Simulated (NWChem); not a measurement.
Correlation energy of O

```xyz
1

O      0.0000     0.0000     0.0000
```
Charge 0, spin multiplicity 3.

All runs are NWChem calculations.

Basis set: cc-pVTZ. Each correlation energy counts from its own Hartree-Fock reference.

```
method           correlation energy (mHa)
---------------  ------------------------
URI-MP2                            -143.1
CCSD(T) on UHF                     -162.2
CCSD on ROHF                       -165.2
SCS-UMP2                           -141.0
CCSD on UHF                        -159.3
CCSD[T] on ROHF                    -168.4
CCSDT on ROHF                      -168.5
CCSD(T) on ROHF                    -168.4
UMP2                               -143.1
CCSD[T] on UHF                     -162.3
```

The values span 27.5 mHa, from CCSDT on ROHF (lowest) to SCS-UMP2 (highest). 

The correlated methods keep 1 core orbital frozen. The stability of the SCF solutions was not checked. Open-shell Hartree-Fock references start from PBE0 orbitals. Coupled-cluster values serve here as a point of comparison, not as the truth.
